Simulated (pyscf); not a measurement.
PySCF, gas phase, ωB97X-D3(BJ)/def2-SVP geometries.

For HO–Ag + hydrogen (H₂) → AgH + water (H₂O), a four-centre exchange (singlet surface; Ag–O, H–H broken, Ag–H, H–O formed), PBE/def2-TZVP gives ΔE‡ = 11.3 kcal/mol and ΔE = -15.5 kcal/mol (zero: the separated reactants). In which direction and how far do r²SCAN/def2-TZVP, PBE0-D3(BJ)/def2-TZVP, ωB97M-D3(BJ)/def2-TZVP move these?

r²SCAN: ΔE‡ = 11.7 kcal/mol, ΔE = -15.0 kcal/mol; PBE0-D3(BJ): ΔE‡ = 10.2 kcal/mol, ΔE = -17.3 kcal/mol; ωB97M-D3(BJ): ΔE‡ = 11.2 kcal/mol, ΔE = -15.7 kcal/mol. PBE's barrier lies among them. Its reaction energy lies among theirs. On the product side the descent ends in a bound adduct (not fully relaxed), 10.4 kcal/mol under the separated species and 35.1 kcal/mol under the saddle at ωB97X-D3(BJ)/def2-TZVP. The reactants may also form a dative adduct at HO–Ag; it and routes through it were not searched. At the saddle there is also a short Ag–H contact that neither side keeps. This is the saddle that the search found; another between the same sides may lie lower. Elements past Kr carry the def2 core potentials, without spin-orbit coupling.
